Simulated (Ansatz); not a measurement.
Geometry optimisation, Ansatz 0.2.0, RKS PBE0/6-31G*.

Input:

```yaml
crystal:
  periodic: [false, false, false]
  atoms:
    - { symbol: Si, position_ang: [0.0, 0.0, 0.0] }
    - { symbol: Cl, position_ang: [0.0, 0.0, 2.13] }
    - { symbol: H, position_ang: [1.3768, 0.0, -0.4862] }
    - { symbol: Cl, position_ang: [-1.0032, 1.7381, -0.7093] }
    - { symbol: H, position_ang: [-0.6877, -1.1914, -0.4862] }
basis:
  gaussian: { orbitals: "6-31G*" }
hamiltonian:
  xc: pbe0
relax:
  f_tol: 0.02
  max_steps: 40
```

Run as:

```bash
$ ansatz run input.yaml --threads 1 --pin off --max-ram 2048MiB --backend cpu --events-out ev --progress --plain --runs-dir out
```

Question: Where does it end, and by what steps?

Answer: The run converged. After 3 steps the energy has fallen by 0.128 eV; Cl2 moved furthest, 0.07 Å.

| step | energy less start (eV) | largest force component (eV/Å) | accepted |
| --- | --- | --- | --- |
| 0 | 0.0000 | 1.360 | yes |
| 1 | -0.1227 | 0.318 | yes |
| 2 | -0.1281 | 0.024 | yes |
| 3 | -0.1284 | 0.002 | yes |

```xyz
5
Properties=species:S:1:pos:R:3
Si -0.006 0.010 0.009
Cl 0.005 -0.008 2.060
H 1.395 0.049 -0.463
Cl -0.969 1.679 -0.695
H -0.739 -1.183 -0.463
```

Whether the end is a true minimum wasn't checked by a vibrational analysis.

The run took 10 s on 1 thread of Arm Neoverse V1, with other jobs on the host, peak memory 0.11 GiB.
